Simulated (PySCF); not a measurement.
A geometry optimisation on `C=CCOC` (allyl methyl ether).

Computed with PBE0-D3(BJ)/def2-TZVP geometry optimisation, gas phase (PySCF 2.14.0). Start geometry: GFN2-xTB. A driver script takes a list of jobs; this job's settings line and coordinates (Å) are shown.

Input:
```
{"job": {"xc": "PBE0", "basis": "def2-TZVP", "d3": "d3bj", "grid": 2, "kind": "geom"}, "charge": 0, "multiplicity": 1}
C      1.382028     0.473168     1.405148
C      0.923375    -0.456129     0.588855
C      0.553193    -0.216978    -0.847093
O     -0.727207    -0.714876    -1.176742
C     -1.773582     0.001508    -0.572322
H      1.528074     1.490865     1.079594
H      1.647334     0.257168     2.426237
H      0.775739    -1.473660     0.925966
H      0.618525     0.856228    -1.083483
H      1.242804    -0.765863    -1.497463
H     -1.705843    -0.028670     0.521295
H     -1.770278     1.050958    -0.894451
H     -2.698551    -0.473234    -0.893269
```

Output:
```
step   0  E = -232.23640946  max force = 0.009468
step   1  E = -232.23662933  max force = 0.001450
step   2  E = -232.23666417  max force = 0.000616
step   3  E = -232.23668821  max force = 0.001533
step   4  E = -232.23670926  max force = 0.001116
step   5  E = -232.23672543  max force = 0.000462
step   6  E = -232.23673400  max force = 0.000360
optimisation converged
```

Energies in Eh; «max force» is the largest Cartesian gradient component in Eh/bohr.

Problem. Give the first gradient maximum in eV/Å.

Solution. With 1 Eh/bohr = 51.422 eV/Å, 0.487 eV/Å.

Problem. How much energy does the optimisation release, in kJ/mol?

Solution. E(step 0) − E(last step) = 0.000325 Eh, which is 0.9 kJ/mol.

Summary of the converged run: final energy -232.23673 Eh after 6 steps; dipole 1.15 D.

Problem. Where do the atoms end?

Solution. 0.052 Å rms from the input after alignment:
```
atom  x, y, z in Å
C1     1.4927    0.2385    1.3559
C2     0.9074   -0.6191    0.5333
C3     0.5022   -0.2976   -0.8697
O4    -0.8554   -0.5732   -1.1268
C5    -1.7274    0.3152   -0.4780
H6     1.7051    1.2576    1.0460
H7     1.7872   -0.0413    2.3608
H8     0.6931   -1.6339    0.8623
H9     0.7332    0.7556   -1.0922
H10    1.0639   -0.9205   -1.5723
H11   -1.6341    0.2622    0.6135
H12   -1.5431    1.3527   -0.7905
H13   -2.7421    0.0352   -0.7624
```

Hardware: an Arm Neoverse V1 with one thread, no GPU (shared host). Cost: 77 s of wall time, 0.90 GiB resident at most.
Labels such as C1 count atoms from 1, the log's own numbers from 0.
